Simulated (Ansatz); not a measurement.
A nudged elastic band was laid between two geometries of CH4LiSi (7 atoms, charge 0, multiplicity 2).

Level of theory: UKS PBE-D4/6-31G (Ansatz 0.2.0).

```
movable images  : 5
climbing image  : yes
spring          : 5.0 eV/Å²
optimiser       : quadratic models (default)
start path      : through a guess of the saddle point
force threshold : 0.03 eV/Å
iteration limit : 60
end points      : relaxed
```

Initial state:

```xyz
7
Properties=species:S:1:pos:R:3
Li -2.994 -0.915 0.141
Si -0.621 -0.790 -0.084
C 0.641 0.702 0.078
H 0.296 -1.976 -0.462
H 1.163 0.870 -0.881
H 0.114 1.628 0.359
H 1.401 0.481 0.848
```

Final state:

```xyz
7
Properties=species:S:1:pos:R:3
Li -2.714 -1.298 0.875
Si -0.654 -0.742 -0.197
C 0.669 0.663 0.147
H -0.098 -1.439 -1.459
H 1.668 0.219 0.307
H 0.733 1.351 -0.715
H 0.396 1.246 1.042
```

Which bonds break or form, and what moves?

No bond is made or broken. The height of Si2 over the plane of its neighbours goes from 0.02 to 0.03 Å. The two ends are copies of one structure, up to a mirror image or an exchange of like atoms.

What energy profile does the band end with?

It converged. The highest image is number 3 of 0 to 6, 0.029 eV above the ends, which have the same energy within 2 meV. A vibrational analysis at the climbing image gives one clearly imaginary mode, 160i cm⁻¹: a first-order saddle point. Limits of this set-up: no polarisation functions.

```json
{"image": "0", "path coordinate (Å)": "0.00", "energy (eV)": "0.000", "height of Si2 over the plane of its neighbours (Å)": "0.02"}
{"image": "1", "path coordinate (Å)": "0.52", "energy (eV)": "0.003", "height of Si2 over the plane of its neighbours (Å)": "-0.15"}
{"image": "2", "path coordinate (Å)": "1.04", "energy (eV)": "0.017", "height of Si2 over the plane of its neighbours (Å)": "-0.16"}
{"image": "3", "path coordinate (Å)": "1.56", "energy (eV)": "0.029", "height of Si2 over the plane of its neighbours (Å)": "-0.01"}
{"image": "4", "path coordinate (Å)": "2.04", "energy (eV)": "0.018", "height of Si2 over the plane of its neighbours (Å)": "0.15"}
{"image": "5", "path coordinate (Å)": "2.53", "energy (eV)": "0.004", "height of Si2 over the plane of its neighbours (Å)": "0.16"}
{"image": "6", "path coordinate (Å)": "3.01", "energy (eV)": "0.000", "height of Si2 over the plane of its neighbours (Å)": "0.03"}
```

What is the geometry of the highest image?


```xyz
7
Properties=species:S:1:pos:R:3:forces:R:3
Li -2.851 -1.095 0.655 0.00 0.00 0.00
Si -0.623 -0.781 -0.147 0.00 0.00 0.00
C 0.647 0.700 0.087 0.01 0.01 0.00
H 0.148 -1.809 -1.006 0.00 0.00 0.00
H 1.599 0.489 -0.426 0.00 0.00 0.00
H 0.226 1.634 -0.323 0.00 0.00 0.00
H 0.854 0.863 1.160 0.00 0.00 0.00
```

What are the harmonic wavenumbers there?

160i, 74, 137, 467, 632, 656, 775, 873, 1275, 1464, 1471, 1970, 2984, 3070, 3095 cm⁻¹.

Run time: 110 s on 1 thread of Arm Neoverse V1 (shared host), peak memory 0.2 GiB.
